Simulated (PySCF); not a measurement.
**Working out the ionisation energy of B**

B [He] 2s2 2p1 (2P) → B⁺ [He] 2s2 (1S). Computed with PySCF 2.14 in aug-cc-pVDZ (4s3p2d, 23 functions), with the non-relativistic Hamiltonian (point nucleus). Frozen: 1s2. Energies in hartree (1 hartree = 27.21139 eV):

```tsv
part	B (lower)	B⁺ (upper)
UHF	-24.530574	-24.235014
MP2 opposite-spin	-0.034524	-0.032661
MP2 same-spin	-0.002546	0.000000
```

What does Hartree-Fock give?

(-24.235014) − (-24.530574) = 0.295560 hartree = 8.043 eV.

What do MP2 and SCS-MP2 (6/5 opposite-spin, 1/3 same-spin) give?

The opposite-spin parts differ by 0.051 eV and the same-spin parts by 0.069 eV. MP2: 8.043 + (0.051) + (0.069) = 8.163 eV. SCS-MP2: 8.043 + 1.2 × (0.051) + (0.069)/3 = 8.127 eV.

Measured between the centres of the two terms (NIST): 8.297 eV, so MP2 (valence) is off by -0.134 eV.

A double-zeta basis recovers only part of the correlation energy.

What remains against the reference includes basis incompleteness, the frozen core and correlation beyond second order.
